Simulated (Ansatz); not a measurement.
I need a rigid scan of one bond angle of C₂H₅S, SMILES [CH2]SC. Use the Python package of Ansatz (0.2.0). Use (for the species named): B3LYP, cc-pVDZ basis, multiplicity 2.

```xyz
8

C    -0.7345    1.0857   -0.6551
S     0.8520    0.6255   -0.5011
C     0.6117   -0.8661    0.4791
H    -1.5223    0.5798   -0.2260
H    -1.0063    2.0223   -1.2469
H     0.1740   -0.6124    1.4495
H     1.6502   -1.3115    0.6914
H     0.0672   -1.5804   -0.0466
```

Script `c2h5s_bend.py`:
```python
"""Bending curve of C2H5S."""

import ansatz as az
from ase import Atoms

BASIS_SET = "cc-pVDZ"
XC = "B3LYP"
FORCE_TOL = 0.02

atoms = Atoms(["C", "S", "C", "H", "H", "H", "H", "H"], positions=[
    (-0.7345, 1.0857, -0.6551),
    (0.852, 0.6255, -0.5011),
    (0.6117, -0.8661, 0.4791),
    (-1.5223, 0.5798, -0.226),
    (-1.0063, 2.0223, -1.2469),
    (0.174, -0.6124, 1.4495),
    (1.6502, -1.3115, 0.6914),
    (0.0672, -1.5804, -0.0466),
])

# relax first, so that the scan starts from a minimum
first = (
    az.Crystal.molecule_from_ase(atoms).calculation()
    .basis(gaussian=BASIS_SET)
    .functional(XC)
    .spin("collinear", total=1)
    .relax(force_tolerance=FORCE_TOL, max_steps=80)
)
atoms.positions = first.run(threads=1, pin="off").report["positions_ang"]

rows = []
for angle in [85, 95, 105, 115, 125, 140, 160]:
    bent = atoms.copy()
    bent.set_angle(2, 1, 0, angle, indices=[0, 3, 4])
    base = (
        az.Crystal.molecule_from_ase(bent).calculation()
        .basis(gaussian=BASIS_SET)
        .functional(XC)
        .spin("collinear", total=1)
    )
    rows.append((angle, base.run(threads=1, pin="off").report["free_energy_ev"]))
floor = min(e for _, e in rows)
for angle, e in rows:
    print(f"angle C2-S1-C0 = {angle:3d} deg   {1000 * (e - floor):9.1f} meV")
```

Running `python c2h5s_bend.py` prints:
```text
angle C2-S1-C0 =  85 deg       352.3 meV
angle C2-S1-C0 =  95 deg        32.6 meV
angle C2-S1-C0 = 105 deg         0.0 meV
angle C2-S1-C0 = 115 deg       164.8 meV
angle C2-S1-C0 = 125 deg       484.8 meV
angle C2-S1-C0 = 140 deg      1193.8 meV
angle C2-S1-C0 = 160 deg      2353.7 meV
```

Caveats:
- The scan is rigid, and the energies are electronic, in a modest basis. The zero is the lowest point of the grid, which needn't be the minimum.
- The run takes the species as open-shell (spin multiplicity 2), which needn't be its ground state.
- b3lyp holds the VWN-RPA fit, as in Gaussian; the form of ORCA and Turbomole is b3lyp5.
- It ran for 50 s on 1 thread of Arm Neoverse V1 (shared host), peak memory 0.24 GiB.
